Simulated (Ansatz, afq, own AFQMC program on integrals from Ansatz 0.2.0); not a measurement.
# Be2H2, singlet: a scan with AFQMC

```json
{"atom": "Be", "x (Å)": "0.0000", "y (Å)": "0.0000", "z (Å)": "1.0527"}
{"atom": "Be", "x (Å)": "0.0000", "y (Å)": "0.0000", "z (Å)": "-1.0527"}
{"atom": "H", "x (Å)": "0.0000", "y (Å)": "0.0000", "z (Å)": "2.4002"}
{"atom": "H", "x (Å)": "0.0000", "y (Å)": "0.0000", "z (Å)": "-2.4002"}
```

The Be1–Be2 distance is changed with both sides rigid. Energies in mEh count from this geometry (2.106 Å) at the same level; the start stands on RHF, each point on the determinant named.

Basis cc-pVDZ. Only valence electrons are correlated. AFQMC by an in-house program on the Cholesky factors that Ansatz 0.2.0 writes for its CCSD(T) run. The CISD trial takes its coefficients from CCSD amplitudes. Released means that phaseless walkers are propagated on without the constraint, phases kept. Error bars are statistical, one sigma.

Cautions, each for one point or more: cluster runs in doubt by the program's own checks; higher spins were not checked; restricted determinant unstable towards unrestricted; strong correlation; the ph-AFQMC/CISD walk drifts between its halves; unrestricted determinant spin contaminated; walk and cluster series may follow different spin states.

| r(Be1–Be2) / Å | det. | T1 | weight | ⟨S²⟩ | r2SCAN | PBE0 | CCSD(T) |
| --- | --- | --- | --- | --- | --- | --- | --- |
| 1.909 | RHF | 0.007 | 0.91 | pure | 7.1 | 6.7 | 7.0 |
| 2.274 | RHF | 0.007 | 0.92 | pure | 3.0 | 3.3 | 3.3 |
| 2.960 | RHF | 0.012 | 0.91 | pure | 45.0 | 46.5 | 47.1 |
| 3.957 | RHF | 0.031 | 0.81 | pure | 91.5§ | 100.7§ | 98.8 |
| 5.689 | UHF‡¶ | 0.014 | 0.94 | 1.00 | 104.2§ | 111.8§ | 113.5 |

Problem. Estimate the curve of full CI, counted from the same start.

Solution. 
```json
{"r(Be1–Be2) / Å": "1.909", "det.": "RHF", "T1": "0.007", "weight": "0.91", "⟨S²⟩": "pure", "FCI": "7.0", "ph-AFQMC/CISD": "7.6 ± 0.2", "released AFQMC": "7.2 ± 0.2", "CCSDT(Q)": "7.0"}
{"r(Be1–Be2) / Å": "2.274", "det.": "RHF", "T1": "0.007", "weight": "0.92", "⟨S²⟩": "pure", "FCI": "3.3", "ph-AFQMC/CISD": "3.4 ± 0.2", "released AFQMC": "–", "CCSDT(Q)": "3.3"}
{"r(Be1–Be2) / Å": "2.960", "det.": "RHF", "T1": "0.012", "weight": "0.91", "⟨S²⟩": "pure", "FCI": "46.8", "ph-AFQMC/CISD": "46.9 ± 0.2", "released AFQMC": "46.9 ± 0.3", "CCSDT(Q)": "46.8"}
{"r(Be1–Be2) / Å": "3.957", "det.": "RHF", "T1": "0.031", "weight": "0.81", "⟨S²⟩": "pure", "FCI": "97.7", "ph-AFQMC/CISD": "99.0 ± 0.4", "released AFQMC": "98.4 ± 0.6", "CCSDT(Q)": "97.8"}
{"r(Be1–Be2) / Å": "5.689", "det.": "UHF‡¶", "T1": "0.014", "weight": "0.94", "⟨S²⟩": "1.00", "FCI": "–", "ph-AFQMC/CISD": "113.9 ± 0.2", "released AFQMC": "113.5 ± 0.2*", "CCSDT(Q)": "113.5"}
```

Weight is that of the determinant in the CISD state; at the start T1 is 0.007 and the weight 0.92. ¶ marks points with a poor determinant and no full CI, where no value is sure; they don't count among the departures. An asterisk marks released energies that aren't shown to be converged. A double dagger marks points where the walks on two determinants ended up to 2.7 mEh apart; the lower is shown. Symmetry can't show for every point that it stays on the start's state. A dash marks a missing value, a released energy that hasn't settled or a functional that sits on another state. § marks a functional whose ⟨S²⟩ is too high by over 0.1. Largest departures from full CI where it is shown: CCSD(T) 1.0 mEh at 3.957 (on RHF), ph-AFQMC/CISD 1.3 mEh at 3.957 (on RHF), released AFQMC 0.6 mEh at 3.957 (on RHF) (within the noise), CCSDT(Q) 0.0 mEh at 3.957 (on RHF), r2SCAN -1.8 mEh at 2.960, PBE0 -0.3 mEh at 1.909. Functionals count only at points shown to share the start's state and spin. In this small basis the wave-function levels are far from their limit, so their gap to the functionals isn't the functionals' error.

CCSDT and higher add their correlation energy to the determinant of the CCSD(T) run, since their own runs factorise the integrals more tightly (a shift of under 2 meV). A walk keeps the symmetry of its determinant, which the program's search chose and which needn't be the lowest solution, so a lower state of the same spin and another symmetry isn't excluded.
